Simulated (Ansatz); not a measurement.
Appearance energy of a fragment ion: C2H2F4 → [CF3]+ + CH2F + e⁻

Species: C2H2F4 `FCC(F)(F)F`, singlet; [CF3]+ `F[C+](F)F`, singlet; CH2F `[CH2]F`, doublet. 

Shapes, held fixed at every level: PBE0-D4/def2-TZVP. Programs: Ansatz 0.2.0. Electronic energies: no zero-point or thermal term.

Problem. Estimate ΔE of this reaction.

Solution. The highest level, CCSD(T)/CBS estimate, gives ΔE = +13.47 eV; the levels span +11.96 to +13.47. The column of differences is taken from that level and isn't an error. No measured value is set beside it here. Open shells run unrestricted unless RO is named. The CBS estimate extrapolates MP2 from def2-TZVPP and def2-QZVPP and adds CCSD(T) − MP2 in the triple-zeta set, cores frozen. The onset seen in experiment also holds zero-point changes and kinetic shifts.

```
               level                   kind  ΔE (eV)  less CCSD(T)/CBS estimate
         HF/def2-SVP           Hartree–Fock   +12.27                      -1.20
       HF/def2-TZVPP           Hartree–Fock   +11.96                      -1.51
 BHLYP-D4/def2-TZVPP          global hybrid   +13.27                      -0.20
  PBE0-D4/def2-TZVPP          global hybrid   +13.21                      -0.26
   B2PLYP/def2-TZVPP          double hybrid   +13.14                      -0.33
      MP2/def2-TZVPP    perturbation theory   +13.27                      -0.20
CCSD(T)/CBS estimate  coupled cluster or CI   +13.47                       0.00
```
